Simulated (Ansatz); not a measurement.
**BH₃S (triplet): the correlation ladder at distance B1–H4 along a hydrogen transfer = 1.251 Å, cc-pVDZ**

An exercise on one series of results from a longer session: the logs are not shown, and one member is left open.

Computed with Ansatz 0.2.0, Gaussian basis. Level: cc-pVDZ, core rule «outside noble gas», up to 6 orbitals frozen.

The runs, in order: UHF; CCSD(T) on ROHF; CCSD(T) on UHF; BCCD(T) on ROHF; CISD; CCSDT(Q) on ROHF; CCSDT(Q) on UHF; CASSCF and MRCISD+Q, 4 electrons in 4 orbitals; CASSCF and NEVPT2, 4 electrons in 4 orbitals.

12 further runs of the same task are left out: 7 for a known fault of the program, 5 that didn't finish.

## The system

The geometry derives from fragments relaxed apart (PBE0/def2-TZVP) and kept rigid, so it is no stationary point. A hydrogen atom is moved between rigid fragments.

5 atoms, charge 0, spin multiplicity 3.

Atoms are counted from 1 here; the program's logs count them from 0.

Bond lengths: B1–H2 1.193 Å, B1–H3 1.193 Å, B1–H4 1.251 Å. Angles: H2–B1–H3 120.0°, H2–B1–H4 120.0°, H3–B1–H4 120.0°.

The first run:

File in.yaml:

```yaml
crystal:
  periodic: [false, false, false]
  atoms:
    - {symbol: B, position_ang: [-2.080257, 0.000000, 0.000000]}
    - {symbol: H, position_ang: [-2.676990, 1.033571, 0.000000]}
    - {symbol: H, position_ang: [-2.676991, -1.033571, 0.000000]}
    - {symbol: H, position_ang: [-0.829257, 0.000000, 0.000000]}
    - {symbol: S, position_ang: [0.895743, 0.000000, 0.000000]}
basis:
  gaussian: {orbitals: cc-pVDZ}
magnetization: {spin_polarized: true, initial_magnetization: 2}
hamiltonian: {xc: hf}
output: {orbitals: {seedname: orbitals}}
```

Run with:

```
> ansatz run in.yaml --threads 1 --pin off --events-out ev --progress --plain --max-ram 2393MiB
```

Steps of the session up to this table: UHF; CCSD(T) on ROHF; CCSD(T) on UHF; BCCD(T) on ROHF; CISD; CCSDT(Q) on ROHF; CCSDT(Q) on UHF; CASSCF and MRCISD+Q, 4 electrons in 4 orbitals; CASSCF and NEVPT2, 4 electrons in 4 orbitals.

One table of the session follows, with a row left open; its other results are not shown here.

| method | from UCCSDT(Q) (kcal/mol) |
| --- | --- |
| ROHF | +151.21 |
| UHF | +147.28 |
| RMP2 | +28.95 |
| UMP2 | +29.50 |
| CISD | +14.38 |
| RCCSD | +3.32 |
| UCCSD | +3.24 |
| RCCSD(T) | +0.70 |
| UCCSD(T) | +0.69 |
| BCCD(T) | +0.70 |
| RCCSDT | +0.16 |
| UCCSDT | +0.15 |
| RCCSDT(Q) | +0.01 |
| UCCSDT(Q) | 0 |
| CASSCF pair | ? |
| NEVPT2 pair | +29.09 |
| MRCISD pair | +13.10 |
| MRCISD+Q pair | +0.56 |

Estimate the missing values for CASSCF pair.

**Answer.** from UCCSDT(Q) (kcal/mol): +141.45. In the column «from UCCSDT(Q) (kcal/mol)» it lies between UMP2 (+29.50) and UHF (+147.28).

Among the levels timed on like hardware and quicker than the yardstick, those that no quicker one beats, quickest first: NEVPT2 pair (1.7 s, +29.09 kcal/mol); MRCISD+Q pair (2.5 s, +0.56 kcal/mol).

Caveats from the session: Of the multireference levels listed MRCISD+Q pair comes nearest in total energy (+0.56 kcal/mol), which doesn't show that its space is the better one. Restricted and unrestricted rows rest on different reference determinants; where their highest levels disagree by more than a few hundredths of an eV, they describe different states and don't form one ladder.
